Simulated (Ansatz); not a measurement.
# One elementary step

Start structure (C2H6Cl, doublet), relaxed at PBE0-D4/def2-TZVP:

| atom | x (Å) | y (Å) | z (Å) |
| --- | --- | --- | --- |
| Cl1 | -1.2584 | 0.1372 | -0.8435 |
| C2 | 0.4083 | 0.5519 | -0.3466 |
| C3 | 0.8700 | -0.3063 | 0.8028 |
| H4 | -4.4281 | -0.8476 | -1.5831 |
| H5 | 0.3945 | 1.6093 | -0.0848 |
| H6 | 1.0320 | 0.4187 | -1.2299 |
| H7 | 1.8905 | -0.0279 | 1.0814 |
| H8 | 0.2270 | -0.1728 | 1.6739 |
| H9 | 0.8640 | -1.3625 | 0.5297 |

The step: C₂H₅Cl (CCCl) + H → C₂H₅ ([CH2][CH3]) + HCl; bonds formed: Cl1–H4; bonds broken: Cl1–C2. Ansatz 0.2.0; basis: def2-TZVPP and def2-QZVPP; cores frozen in the correlated methods; orbitals are unrestricted. Extrapolation: Hartree–Fock as exp(−7.88 √X), correlation as X^−2.97. Energies below are by CCSD(T) at an estimated basis limit (MP2 extrapolated from triple and quadruple zeta, plus CCSD(T) − MP2 in triple zeta).

(1) What are the electronic barrier and the energy of the step, from the start structure to the end structure? (Judge from chemistry; the value comes from the calculation.)

No T1 diagnostic of these runs exceeds 0.016. ⟨S²⟩ of the unrestricted Hartree–Fock references: 0.75 to 0.82 (a pure state has 0.75). The unrestricted reference is spin-contaminated, which hurts MP2 most.

## Answers

(1) By the calculation: Barrier 9.50 kcal/mol; step energy -19.60 kcal/mol (downhill); reverse barrier, their difference, 29.11 kcal/mol. Barrier and step energy count from the start structure, the reverse barrier from the end structure.

The saddle point: One imaginary mode of 822i cm⁻¹.
| pair | start (Å) | saddle (Å) | end (Å) |
| --- | --- | --- | --- |
| Cl1–H4 | 3.40 | 1.67 | 1.28 |
| Cl1–C2 | 1.79 | 1.93 | 3.41 |

Zero-point energy (harmonic, PBE0-D4): ZPE is 42.00 kcal/mol at the start and 41.92 kcal/mol at the saddle, so the barrier goes from 9.50 to 9.43 kcal/mol.

Labels in which every atom is bracketed show which atoms are joined, not bond orders.

For scale, one of the runs: CCSD(T)/def2-TZVPP, 188 basis functions, launched by `ansatz run in.yaml --threads 4 --pin off --events-out ev --progress --plain --max-ram 9574MiB`. Time: 88 s of wall clock on 4 CPU threads of an Arm Neoverse V2; the host was shared. Peak host memory: 5 GiB.
